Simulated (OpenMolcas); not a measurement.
# CH2ClNS (SMILES [H]/N=C(/S)Cl) at MP2/pcseg-1

Aim: energy and gradient of CH2ClNS. 

The calculation is run with OpenMolcas 26.06.

5 further runs of the same task are left out: 5 set aside as unsound or not needed.

### 1 The molecule

The species is CH2ClNS (6 atoms), meant as a singlet with charge 0. SMILES: `[H]/N=C(/S)Cl`. Geometry: relaxed at GFN2-xTB. This is one conformer, not always the lowest.

Bond lengths: N1–C2 1.242 Å, C2–S3 1.742 Å, C2–Cl4 1.759 Å, N1–H5 1.012 Å, S3–H6 1.332 Å. Angles: N1–C2–S3 121.3°, N1–C2–Cl4 126.9°, S3–C2–Cl4 111.8°, C2–N1–H5 118.4°, C2–S3–H6 94.2°.

### 2 Energy and gradient at MP2/pcseg-1

File mol.inp:

```
&GATEWAY
  BasLib=$CurrDir
  Coord
  6
  angstrom
  N        0.677980       0.571010      -0.603920
  C       -0.200560      -0.182590      -0.154740
  S       -0.465740      -0.343390       1.559790
  Cl      -1.303190      -1.190680      -1.083120
  H        0.793900       0.630210      -1.607420
  H        0.497610       0.515440       1.889420
  Basis=pcseg-1
  Group=NoSym

&SEWARD

&SCF
  Thresholds=1e-11 1e-08 1e-08 1e-06
  PrOrbitals=1 1

&MBPT2
  Frozen=12
  Grdt

&ALASKA
```

The basis set pcseg-1 is read from a file made from the Basis Set Exchange's data (not shown).

Run with:

```bash
$ export MOLCAS_MEM=1860
$ pymolcas mol.inp > mol.log
```

The program printed:

```text
--- Start Module: gateway ---

                                              &GATEWAY

                       available to each process: 1.9 GB of memory, 1 thread

 Basis Set     1 Label: N.PCSEG-1
 Basis set is read from library:.
 basistype.tbl is not found

 Basis Set     2 Label: C.PCSEG-1
 Basis set is read from library:.
 basistype.tbl is not found

 Basis Set     3 Label: S.PCSEG-1
 Basis set is read from library:.
 basistype.tbl is not found

 Basis Set     4 Label: CL.PCSEG-1
 Basis set is read from library:.
 basistype.tbl is not found

 Basis Set     5 Label: H.PCSEG-1
 Basis set is read from library:.
 basistype.tbl is not found

++    Symmetry information:
      ---------------------

                    Character Table for C1

                             E
                    a        1  x, y, xy, Rz, z, xz, Ry, yz, Rx, I
--

++    Basis set information:
      ----------------------

      Basis set label: N.PCSEG-1.........

      Electronic valence basis set:
      ------------------
      Associated Effective Charge   7.000000 au
      Associated Actual Charge      7.000000 au
      Nuclear Model: Point charge

      Shell  nPrim  nBasis  Cartesian Spherical Contaminant
         s       8       3        X
         p       4       2        X
         d       1       1                 X

      Basis set label: C.PCSEG-1.........

      Electronic valence basis set:
      ------------------
      Associated Effective Charge   6.000000 au
      Associated Actual Charge      6.000000 au
      Nuclear Model: Point charge

      Shell  nPrim  nBasis  Cartesian Spherical Contaminant
         s       8       3        X
         p       4       2        X
         d       1       1                 X

      Basis set label: S.PCSEG-1.........

      Electronic valence basis set:
      ------------------
      Associated Effective Charge  16.000000 au
      Associated Actual Charge     16.000000 au
      Nuclear Model: Point charge

      Shell  nPrim  nBasis  Cartesian Spherical Contaminant
         s      12       4        X
         p       9       3        X
         d       1       1                 X

      Basis set label: CL.PCSEG-1.........

      Electronic valence basis set:
      ------------------
      Associated Effective Charge  17.000000 au
      Associated Actual Charge     17.000000 au
      Nuclear Model: Point charge

      Shell  nPrim  nBasis  Cartesian Spherical Contaminant
         s      12       4        X
         p       9       3        X
         d       1       1                 X

      Basis set label: H.PCSEG-1.........

      Electronic valence basis set:
      ------------------
      Associated Effective Charge   1.000000 au
      Associated Actual Charge      1.000000 au
      Nuclear Model: Point charge

      Shell  nPrim  nBasis  Cartesian Spherical Contaminant
         s       4       2        X
         p       1       1        X
--

++    Molecular structure info:
      -------------------------

                    ************************************************
                    **** Cartesian Coordinates / bohr, angstrom ****
                    ************************************************

     Center  Label                x              y              z                     x              y              z
        1      N1               1.281197       1.079053      -1.141243              0.677980       0.571010      -0.603920
        2      C2              -0.379003      -0.345045      -0.292416             -0.200560      -0.182590      -0.154740
        3      S3              -0.880121      -0.648913       2.947576             -0.465740      -0.343390       1.559790
        4      CL4             -2.462672      -2.250059      -2.046800             -1.303190      -1.190680      -1.083120
        5      H5               1.500254       1.190924      -3.037584              0.793900       0.630210      -1.607420
        6      H6               0.940347       0.974040       3.570486              0.497610       0.515440       1.889420

                    ***************************************
                    *    InterNuclear Distances / bohr    *
                    ***************************************

               1 N1            2 C2            3 S3            4 CL4           5 H5            6 H6
    1 N1       0.000000
    2 C2       2.346236        0.000000
    3 S3       4.937165        3.292568        0.000000
    4 CL4      5.091127        3.323946        5.478314        0.000000
    5 H5       1.912226        3.664253        6.698755        5.341049        0.000000
    6 H6       4.725209        4.289835        2.517161        7.316369        6.635294        0.000000

                    *******************************************
                    *    InterNuclear Distances / angstrom    *
                    *******************************************

               1 N1            2 C2            3 S3            4 CL4           5 H5            6 H6
    1 N1       0.000000
    2 C2       1.241575        0.000000
    3 S3       2.612635        1.742352        0.000000
    4 CL4      2.694108        1.758956        2.898999        0.000000
    5 H5       1.011906        1.939039        3.544828        2.826361        0.000000
    6 H6       2.500473        2.270083        1.332024        3.871656        3.511246        0.000000

[... 61 lines left out ...]
      Nuclear repulsion energy =  196.03359454
[... 40 lines left out ...]
++ Convergence information
                                   SCF        iterations: Energy and convergence statistics
[... 21 lines left out ...]
       Convergence after  17 Iterations
[... 3 lines left out ...]
 *                                             SCF/KS-DFT Program, Final results                                             *
 *                                                       Final Results                                                       *
[... 63 lines left out ...]
      Dipole Moment (debye):
[... 11 lines left out ...]
--- Stop Module: scf /rc=_RC_ALL_IS_WELL_ ---
--- Module scf spent 2 seconds ---

--- Start Module: mbpt2 ---

                                               &MBPT2

                       available to each process: 1.9 GB of memory, 1 thread

WARNING!
Default frozen orbitals as non valence orbitals is overwritten by user input.
Default values:  12

      Cartesian coordinates in angstrom:
      -----------------------------------------------------
      No.  Label        X            Y            Z
      -----------------------------------------------------
       1   N1         0.67798000   0.57101000  -0.60392000
       2   C2        -0.20056000  -0.18259000  -0.15474000
       3   S3        -0.46574000  -0.34339000   1.55979000
       4   CL4       -1.30319000  -1.19068000  -1.08312000
       5   H5         0.79390000   0.63021000  -1.60742000
       6   H6         0.49761000   0.51544000   1.88942000
      -----------------------------------------------------
      Nuclear repulsion energy =  196.03359454

      Contents of RUNFILE file:
      -------------------------

      Symmetry species                           1
                                                 a
      Number of basis functions                 74
      Frozen occupied orbitals                  12
      Active occupied orbitals                  12
      Active external orbitals                  50
      Deleted external orbitals                  0

      Reference numbers of frozen occupied orbitals according to the original input sequence
      symmetry species 1                        1  2  3  4  5  6  7  8  9 10 11 12

      Energies of the active occupied orbitals

      symmetry species 1                    -1.286419     -1.136205     -1.032707     -0.797600     -0.709052
                                            -0.628198     -0.576778     -0.533547     -0.486137     -0.461661
                                            -0.445596     -0.386042

      Energies of the active external orbitals

      symmetry species 1                     0.129561      0.137236      0.145626      0.168168      0.218551
                                             0.350689      0.405277      0.432902      0.493847      0.501344
                                             0.540978      0.557206      0.564555      0.601907      0.655114
                                             0.677779      0.737236      0.836008      0.840684      0.857830
[... 5 lines of this table left out ...]
                                             2.856955      2.972257      3.070483      3.357888      3.752584

      ********************************************************************************************************
      *                                               Results                                                *
      ********************************************************************************************************

 Conventional algorithm used...

       SCF energy                           =     -950.3950938304 a.u.
       Second-order correlation energy      =       -0.5582012114 a.u.

       Total energy                         =     -950.9532950419 a.u.
       Reference weight ( Cref**2 )         =        0.82517

::    Total MBPT2 energy                             -950.9532950419

++    Molecular properties:
      ---------------------

      Charge (e):
                      =   -0.0000
      Dipole Moment (debye):
      Origin of the operator (angstrom)=   -0.5484   -0.4808    0.0207
                   X=  5.6741E-01               Y=  4.8631E-01               Z= -2.4121E-01           Total=  7.8526E-01
      Quadrupole Moment (debye*angstrom):
      Origin of the operator (angstrom)=   -0.5484   -0.4808    0.0207
                  XX= -3.9701E+01              XY=  4.3022E-01              XZ=  9.7737E-02              YY= -3.9802E+01
                  YZ=  3.4352E-01              ZZ= -3.4004E+01
      In traceless form (debye*angstrom)
                  XX= -2.7974E+00              XY=  6.4532E-01              XZ=  1.4661E-01              YY= -2.9501E+00
                  YZ=  5.1529E-01              ZZ=  5.7475E+00
--

       Zeroth-order energy (E0)             =     -395.8320632187 a.u.

       Shanks-type energy S1(E)             =     -950.9538574712 a.u.

       Data processing and timing information:

       Section                                              time(sec)
                                                          CPU  Elapsed

      Input data processing                              0.04      0.03
      Transformation of integrals                        1.10      1.31
      MBPT2 calculations (BJAI)                          1.14      1.43
      Total MBPT2 calculations                           2.28      2.77

--- Stop Module: mbpt2 /rc=_RC_ALL_IS_WELL_ ---
--- Module mbpt2 spent 2 seconds ---

--- Start Module: alaska ---

                                              &ALASKA

                       available to each process: 1.9 GB of memory, 1 thread

                     Threshold for contributions to the gradient: 1.000E-07

                    ********************************************
                    * Symmetry Adapted Cartesian Displacements *
                    ********************************************

           Irreducible representation : a
           Basis function(s) of irrep: x, y, xy, Rz, z, xz, Ry, yz, Rx, I

 Basis Label        Type   Center Phase
   1   N1           x         1     1
   2   N1           y         1     1
   3   N1           z         1     1
   4   C2           x         2     1
   5   C2           y         2     1
   6   C2           z         2     1
   7   S3           x         3     1
   8   S3           y         3     1
   9   S3           z         3     1
  10   CL4          x         4     1
  11   CL4          y         4     1
  12   CL4          z         4     1
  13   H5           x         5     1
  14   H5           y         5     1
  15   H5           z         5     1
  16   H6           x         6     1
  17   H6           y         6     1
  18   H6           z         6     1

                     No automatic utilization of translational and rotational invariance of the energy is employed.

 Conventional ERI gradients!

 **************************************************
 *              Molecular gradients               *
 **************************************************

  Irreducible representation: a
 ------------------------------------------------------------------------------------------
                              X                       Y                       Z
 ------------------------------------------------------------------------------------------
  N1               -2.50338422022232E-02   -2.16901094398114E-02    6.58212565839822E-03
  C2                1.00849785443815E-02    8.60563828225991E-03   -5.30227478392914E-03
  S3                1.08818773265780E-02    8.98975940228786E-03   -1.38847590638385E-02
  CL4               4.36495475019605E-03    4.06548652012262E-03    5.21276792503755E-03
  H5                4.06662167890026E-03    3.86450604752453E-03    7.23074463638884E-03
  H6               -4.36459009783707E-03   -3.83528081235029E-03    1.61395627925609E-04
 ------------------------------------------------------------------------------------------

--- Stop Module: alaska /rc=_RC_ALL_IS_WELL_ ---
--- Module alaska spent 2 seconds ---

.##################.
.# Happy landing! #.
.##################.

    Timing: Wall=9.54 User=7.71 System=1.81
```

It took 9.9 s on 1 thread of Arm Neoverse V1, shared host; peak memory 0.43 GiB.

### 3 Summary of results

Level: MP2/pcseg-1, 12 core orbitals frozen.

| quantity | value |
| --- | --- |
| total energy | -950.95330 Eh |
| dipole moment (mean-field density) | 0.60 D |
| HOMO energy (Hartree–Fock orbitals) | -10.50 eV |
| LUMO energy (Hartree–Fock orbitals) | 3.53 eV |
| HOMO–LUMO gap (Hartree–Fock orbitals) | 14.03 eV |
| correlation energy (12 core orbitals frozen) | -558.2 mEh |
| largest force on an atom | 1.737 eV/Å |

In words: Mulliken charges of the mean-field density run from -0.40 on N1 to +0.20 on H5. The largest force is 1.74 eV/Å: the shape isn't a stationary point for this species at this level.
